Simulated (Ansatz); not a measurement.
Born–Oppenheimer molecular dynamics of CH3F + H4Si (10 atoms, charge 0, multiplicity 1). It starts from a relaxed structure.

Method: RKS CAM-B3LYP-D4/STO-3G (Ansatz 0.2.0).

```yaml
ensemble: NVT, Langevin thermostat
time_step: 0.5 fs
steps_asked: 266
set_temperature: 700 K
friction: 0.05 /fs
masses: H 2.014 u
seed: 356742
```

First frame:

```xyz
10
Properties=species:S:1:pos:R:3
Si -0.113 -0.049 -1.740
H -0.061 -0.532 -3.094
H 1.238 0.076 -1.268
H -0.839 -1.013 -0.961
H -0.781 1.222 -1.751
C 0.122 0.032 1.796
F -0.237 0.893 0.745
H 1.215 -0.167 1.788
H -0.405 -0.942 1.706
H -0.141 0.478 2.778
```

How far do the bonds stretch over the last three quarters of this one trajectory? (Pairs bonded in most of those frames.)


```tsv
bond	mean (Å)	spread (Å)	shortest	longest
Si1–H2	1.446	0.044	1.35	1.53
Si1–H3	1.441	0.031	1.39	1.52
Si1–H4	1.450	0.052	1.35	1.59
Si1–H5	1.431	0.032	1.37	1.50
C6–F7	1.419	0.055	1.31	1.53
C6–H8	1.115	0.047	1.02	1.23
C6–H9	1.119	0.046	1.01	1.21
C6–H10	1.119	0.025	1.04	1.19
```

Mean temperature of the second half: 731 K. A run of 0.13 ps of so small a system gives no equilibrium averages. Limits of this set-up: minimal basis.

The run took 14 min on 1 thread of AMD EPYC (Zen 3), on a shared host, peak memory 0.099 GiB.
